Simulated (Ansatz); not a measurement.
Elastic constant C44 (GPa) of 34 elemental solids other than molecular ones, computed with PBE (plane waves, PAW; Ansatz, a first-principles code) and with r²SCAN (Ansatz, plane waves, PAW). The set holds measured phases with no doubt noted on the run or the magnetic state but for the caveats below. 7 more of the class have both values but aren't in it, for one of these reasons: built or high-temperature cells, doubts on the run or the magnetic state, unlike cells, values of zero, layered or molecular crystals. Solids without a value at one level (not run, failed, or a magnetic order lost), or held back for tests, aren't counted.

Every twentieth of the way through the set, in order of the shift (worked out from unrounded values):

| solid | PBE | r²SCAN | shift (%) |
|---|---|---|---|
| body-centred tetragonal In | 5.70 | 3.92 | -31 |
| double-hcp La | 14.8 | 12.3 | -17.4 |
| bcc Cs | 1.37 | 1.23 | -10.5 |
| bcc Ba | 10.4 | 9.36 | -10.3 |
| bcc Rb | 2.00 | 1.87 | -6.2 |
| fcc Pt | 61.7 | 58.7 | -4.8 |
| bcc Li | 11.6 | 11.3 | -2.3 |
| hcp Tl | 7.22 | 7.18 | -0.5 |
| hcp Re | 161 | 164 | +1.7 |
| hcp Tc | 137 | 140 | +2.6 |
| bcc Na | 6.30 | 6.49 | +2.9 |
| diamond | 558 | 587 | +5.2 |
| hcp Ru | 188 | 200 | +6.6 |
| fcc Rh | 185 | 197 | +6.8 |
| fcc Ir | 256 | 277 | +8.3 |
| diamond-structure Si | 74.2 | 81.4 | +9.7 |
| fcc Cu | 80.6 | 93.7 | +16.2 |
| fcc Ca | 14.6 | 17.4 | +19.0 |
| hcp Zr | 26.6 | 34.4 | +30 |
| hcp Zn | 32.1 | 43.6 | +36 |
| hcp Cd | 8.52 | 16.6 | +95 |

The shift from PBE to r²SCAN has a median of +3.9 %, and eight in ten lie between -10.4 % and +27 %; r²SCAN is the larger in 21 of 34. Each level is at its own cell, so the shift holds the change of volume too.

Ansatz's runs of these crystals have no spin polarisation. Meta-GGA and hybrid levels favour moments, which can bear on fcc Pd, hcp Sc, fcc Pt, hcp Ti, hcp Y, fcc Rh.

Spin–orbit coupling is left out, also for the solids with elements from indium on (body-centred tetragonal In, fcc Pt, hcp Os, bcc Ba, double-hcp La, hcp Tl, fcc Ir, hcp Re, bcc Cs, fcc Pb and 1 more); its size isn't shown.

Each level is taken at its own relaxed cell. Ansatz's density-functional and Hartree–Fock values are scalar-relativistic unless marked +SOC, with PAW data made under PBE.
